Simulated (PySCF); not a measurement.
dichloromethane (CH2Cl2), SMILES ClCCl.

The structure is a stationary point at r2SCAN-D4/def2-TZVP.

The numbers are results of TDDFT-CAM-B3LYP/def2-SVPD (PySCF), not measurements.

Vertical excitations. Gas-phase values at a fixed geometry. State labels are in the subgroup C2v.

```json
[
 {"state": "S1", "symmetry": "B2", "energy (eV)": "6.97", "λ (nm)": "178", "f": "0.001", "main pairs": "HOMO→LUMO 87 %"},
 {"state": "S2", "symmetry": "B1", "energy (eV)": "7.21", "λ (nm)": "172", "f": "0.018", "main pairs": "HOMO−1→LUMO 83 %"},
 {"state": "S3", "symmetry": "A2", "energy (eV)": "7.44", "λ (nm)": "167", "f": "0.000", "main pairs": "HOMO−2→LUMO 63 %, HOMO→LUMO+1 24 %"},
 {"state": "S4", "symmetry": "A1", "energy (eV)": "7.63", "λ (nm)": "163", "f": "0.005", "main pairs": "HOMO−3→LUMO 69 %, HOMO−1→LUMO+1 20 %"},
 {"state": "S5", "symmetry": "A2", "energy (eV)": "8.26", "λ (nm)": "150", "f": "0.000", "main pairs": "HOMO→LUMO+1 61 %, HOMO−2→LUMO 28 %"},
 {"state": "S6", "symmetry": "B2", "energy (eV)": "8.36", "λ (nm)": "148", "f": "0.038", "main pairs": "HOMO→LUMO+2 81 %"},
 {"state": "S7", "symmetry": "A1", "energy (eV)": "8.39", "λ (nm)": "148", "f": "0.004", "main pairs": "HOMO−1→LUMO+1 64 %, HOMO−3→LUMO 24 %"},
 {"state": "S8", "symmetry": "B1", "energy (eV)": "8.56", "λ (nm)": "145", "f": "0.034", "main pairs": "HOMO−1→LUMO+2 76 %, HOMO−3→LUMO+1 15 %"},
 {"state": "S9", "symmetry": "B2", "energy (eV)": "8.90", "λ (nm)": "139", "f": "0.003", "main pairs": "HOMO−2→LUMO+1 72 %"},
 {"state": "S10", "symmetry": "A2", "energy (eV)": "9.08", "λ (nm)": "137", "f": "0.000", "main pairs": "HOMO−2→LUMO+2 80 %, HOMO→LUMO+5 15 %"},
 {"state": "T1", "symmetry": "B2", "energy (eV)": "6.34", "λ (nm)": "195", "f": "0", "main pairs": "HOMO→LUMO 78 %"},
 {"state": "T2", "symmetry": "B1", "energy (eV)": "6.42", "λ (nm)": "193", "f": "0", "main pairs": "HOMO−1→LUMO 79 %"},
 {"state": "T3", "symmetry": "A2", "energy (eV)": "6.68", "λ (nm)": "186", "f": "0", "main pairs": "HOMO−2→LUMO 55 %, HOMO→LUMO+1 27 %"},
 {"state": "T4", "symmetry": "A1", "energy (eV)": "6.84", "λ (nm)": "181", "f": "0", "main pairs": "HOMO−3→LUMO 63 %, HOMO−1→LUMO+1 19 %"}
]
```
Triplets are in the Tamm–Dancoff approximation, which puts them higher than full response would, so one can lie above its singlet here.
